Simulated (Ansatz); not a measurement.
Write a Python script for Ansatz 0.2.0 through its Python package that makes a relaxed scan of one distance of C3H4, SMILES C#CC. Level of theory (for the species named): PBE, def2-SVP basis, multiplicity 1, D3BJ dispersion.

| atom | x (Å) | y (Å) | z (Å) |
| --- | --- | --- | --- |
| C | -1.3233 | -0.7081 | -0.7827 |
| C | -0.4167 | -0.2043 | -0.2394 |
| C | 0.7227 | 0.3629 | 0.4253 |
| H | -2.1486 | -1.0624 | -1.2917 |
| H | 1.2653 | 1.0820 | -0.2185 |
| H | 0.4624 | 0.8839 | 1.3622 |
| H | 1.4994 | -0.4222 | 0.6991 |

The script, `relaxed_scan_c3h4.py`:
```python
'''Relaxed scan of one distance in C3H4.'''

import ansatz as az
import numpy as np

SETTINGS = {
    'basis': 'def2-SVP',
    'functional': 'pbe',
    'vdw': 'd3bj',
}

GEOMETRY = '''
C    -1.32330   -0.70810   -0.78270
C    -0.41670   -0.20430   -0.23940
C     0.72270    0.36290    0.42530
H    -2.14860   -1.06240   -1.29170
H     1.26530    1.08200   -0.21850
H     0.46240    0.88390    1.36220
H     1.49940   -0.42220    0.69910
'''


def main() -> None:
    geometry = az.Crystal.molecule()
    for line in GEOMETRY.strip().splitlines():
        symbol, *xyz = line.split()
        geometry = geometry.atom(symbol, [float(v) for v in xyz])

    model = geometry.calculation()
    model = model.basis(gaussian=SETTINGS['basis']).functional(SETTINGS['functional'], dispersion=SETTINGS['vdw'])
    symbols = [site.symbol for site in geometry.cartesian_sites]
    pairs = [(0, 1), (0, 3), (1, 2), (2, 4), (2, 5), (2, 6)]
    print('held (A)   E (eV)        ', '  '.join(f'{symbols[i]}{i}-{symbols[j]}{j}' for i, j in pairs))
    for length in [0.95, 1.03, 1.11, 1.24, 1.39]:
        rep = model.relax(constraints=[az.DistanceConstraint((0, 3), at=length)], force_tolerance=0.02, max_steps=60).run().report
        xyz = np.array(rep['positions_ang'])
        print(f'{length:6.2f} {rep["free_energy_ev"]:14.5f}  ', '  '.join(f'{np.linalg.norm(xyz[i] - xyz[j]):.3f}' for i, j in pairs))


if __name__ == '__main__':
    main()
```

```console
$ python relaxed_scan_c3h4.py
held (A)   E (eV)         C0-C1  C0-H3  C1-C2  C2-H4  C2-H5  C2-H6
DeckWarning: relax.constraints: the input's atoms, or those drawn, lie off the distances that are held; a relaxation that starts there is brought onto them ahead of its first SCF, by positions alone, an atom by 4.12e-2 Å at the most. With the symmetry [...]
  0.95    -3167.19253   1.221  0.950  1.456  1.110  1.110  1.110
  1.03    -3167.56338   1.222  1.030  1.456  1.110  1.110  1.110
  1.11    -3167.60180   1.223  1.110  1.457  1.110  1.110  1.110
  1.24    -3167.24841   1.223  1.240  1.457  1.110  1.110  1.110
  1.39    -3166.53154   1.224  1.390  1.458  1.110  1.110  1.110
```
(Warnings from the package without file and line, shortened, repeats left out.)

What to keep in mind:
- Total energies depend on the basis set; only differences at equal settings carry meaning.
- The energies are electronic: no zero-point or thermal terms, and the basis set is short of its limit.
- Finished in 30 s on 1 thread of Arm Neoverse V1 (shared host), peak memory 0.18 GiB.
